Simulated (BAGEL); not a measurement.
**CHFO (formyl fluoride) at HF/3-21G (density fitting with qzvpp-jkfit)**

What is the vertical ionisation energy of CHFO (formyl fluoride) at HF/3-21G (density fitting with qzvpp-jkfit)? 

The calculation is run with BAGEL 1.2.2.

## (1) Starting point

CHFO: 4 atoms, total charge 0, spin state singlet. As SMILES, `O=CF`. Geometry: relaxed at GFN2-xTB.

Bond lengths: O1–C2 1.171 Å, C2–F3 1.341 Å, C2–H4 1.098 Å. Angles: O1–C2–F3 122.3°, O1–C2–H4 129.0°, F3–C2–H4 108.7°.

## (2) A single-point energy at HF/3-21G (density fitting with qzvpp-jkfit)

Input file calc.json:

```json
{ "bagel" : [

{
  "title" : "molecule",
  "basis" : "3-21g",
  "df_basis" : "qzvpp-jkfit",
  "angstrom" : true,
  "geometry" : [
    { "atom" : "O", "xyz" : [   -0.889680,    0.196020,    0.829980 ] },
    { "atom" : "C", "xyz" : [   -0.049740,    0.073340,    0.022930 ] },
    { "atom" : "F", "xyz" : [    0.584370,   -1.090860,   -0.181350 ] },
    { "atom" : "H", "xyz" : [    0.355050,    0.821510,   -0.671560 ] }
  ]
},
{ "title" : "hf" },
{ "title" : "print", "file" : "orbitals.molden", "orbitals" : true }

]}
```

Run with:

```bash
$ BAGEL_NUM_THREADS=1 BAGEL calc.json > calc.out
```

The log of the run:

```text
* using 1 threads per process

  ===============================================================
  ===============================================================

  *** Geometry ***

  { "atom" : "O", "xyz" : [     -1.681252,      0.370424,      1.568435 ] },
  { "atom" : "C", "xyz" : [     -0.093995,      0.138593,      0.043331 ] },
  { "atom" : "F", "xyz" : [      1.104299,     -2.061427,     -0.342702 ] },
  { "atom" : "H", "xyz" : [      0.670947,      1.552429,     -1.269064 ] },

  Number of auxiliary basis functions:      247

  Since a DF basis is specified, we compute 2- and 3-index integrals:
    o Being stored without compression. Storage requirement is 0.002 GB

  Number of basis functions:       29
  Number of electrons      :       24

    * METHOD: MOLECULE                             0.03

  *** RHF ***

  === Nuclear Repulsion ===
    67.6421796645

      * DIIS with orbital gradients will be used.

  === RHF iteration (3-21g) ===
      0       -211.40995436          0.04999331           0.00
      1       -211.49591340          0.03745152           0.00
      2       -211.56749694          0.00365760           0.00
      3       -211.56884261          0.00208849           0.00
      4       -211.56931296          0.00058587           0.00
      5       -211.56941662          0.00012064           0.00
      6       -211.56941982          0.00002285           0.00
      7       -211.56941989          0.00000557           0.00
      8       -211.56941989          0.00000278           0.00
      9       -211.56941989          0.00000080           0.00
     10       -211.56941989          0.00000026           0.00
     11       -211.56941989          0.00000010           0.00
     12       -211.56941989          0.00000005           0.00
     13       -211.56941989          0.00000003           0.00
     14       -211.56941989          0.00000001           0.00
    * SCF iteration converged.

    * Permanent dipole moment:
           (   -0.440172,    -0.559232,     0.658671) a.u.

    * METHOD: HF                                   0.06

    * METHOD: PRINT                                0.00

  ===============================================================
```

It took 0.24 s on 1 thread of Intel Xeon 6975P-C (Granite Rapids), shared host.

## (3) The doublet cation

Input file input.json:

```json
{ "bagel": [

{
  "title": "molecule",
  "basis": "3-21g",
  "df_basis": "qzvpp-jkfit",
  "angstrom": "true",
  "geometry": [
    { "atom": "O", "xyz": [   -0.889680,    0.196020,    0.829980 ] },
    { "atom": "C", "xyz": [   -0.049740,    0.073340,    0.022930 ] },
    { "atom": "F", "xyz": [    0.584370,   -1.090860,   -0.181350 ] },
    { "atom": "H", "xyz": [    0.355050,    0.821510,   -0.671560 ] }
  ]
},
{ "title": "uhf", "charge": 1, "nopen": 1 },
{ "title": "print", "file": "orbitals.molden", "orbitals": "true" }

]}
```

Run with:

```bash
$ BAGEL_NUM_THREADS=1 BAGEL input.json > input.out
```

The log of the run:

```text
* using 1 threads per process

  ===============================================================
  ===============================================================

  *** Geometry ***

  { "atom" : "O", "xyz" : [     -1.681252,      0.370424,      1.568435 ] },
  { "atom" : "C", "xyz" : [     -0.093995,      0.138593,      0.043331 ] },
  { "atom" : "F", "xyz" : [      1.104299,     -2.061427,     -0.342702 ] },
  { "atom" : "H", "xyz" : [      0.670947,      1.552429,     -1.269064 ] },

  Number of auxiliary basis functions:      247

  Since a DF basis is specified, we compute 2- and 3-index integrals:
    o Being stored without compression. Storage requirement is 0.002 GB

  Number of basis functions:       29
  Number of electrons      :       24

    * METHOD: MOLECULE                             0.03

  *** Open-shell HF ***

  === Nuclear Repulsion ===
    67.6421796645

      * DIIS with orbital gradients will be used.

  === UHF iteration (3-21g) ===
      0       -210.96449383          0.08783723           0.00
      1       -211.08716782          0.06169606           0.00
      2       -211.12898172          0.03875240           0.00
      3       -211.15163518          0.00621274           0.00
      4       -211.15631813          0.00287274           0.00
      5       -211.15736817          0.00169349           0.00
      6       -211.15786788          0.00110549           0.00
      7       -211.15818230          0.00056845           0.00
      8       -211.15826536          0.00025414           0.00
      9       -211.15827750          0.00012628           0.00
     10       -211.15827998          0.00004425           0.00
     11       -211.15828049          0.00001974           0.00
     12       -211.15828070          0.00000791           0.00
     13       -211.15828074          0.00000353           0.00
     14       -211.15828075          0.00000165           0.00
     15       -211.15828075          0.00000090           0.00
     16       -211.15828075          0.00000054           0.00
     17       -211.15828075          0.00000021           0.00
     18       -211.15828075          0.00000010           0.00
     19       -211.15828075          0.00000005           0.00
     20       -211.15828075          0.00000003           0.00
     21       -211.15828075          0.00000002           0.00
     22       -211.15828075          0.00000001           0.00
     23       -211.15828075          0.00000001           0.00
    * SCF iteration converged.

    * S^2 (UHF) is 0.7775

    * Permanent dipole moment:
           (   -0.002237,    -1.183221,     0.449583) a.u.

    * METHOD: UHF                                  0.13

    * METHOD: PRINT                                0.00

  ===============================================================
```

Wall time 0.3 s (1 thread of Intel Xeon 6975P-C (Granite Rapids), shared host).

## (4) Outcome

At HF/3-21G (density fitting with qzvpp-jkfit):

```
                                          quantity          value
                        singlet CHFO: total energy  -211.56942 Eh
                       singlet CHFO: dipole moment         2.46 D
                         singlet CHFO: HOMO energy      -13.62 eV
                         singlet CHFO: LUMO energy        4.19 eV
                       singlet CHFO: HOMO–LUMO gap       17.81 eV
                      doublet cation: total energy  -211.15828 Eh
                              doublet cation: ⟨S²⟩          0.777
vertical ionisation energy (to the doublet cation)      11.188 eV
```

Removing an electron at fixed nuclei costs 11.19 eV (258 kcal/mol). The negative HOMO energy of the first species, 13.62 eV, lies 2.43 eV above that difference.
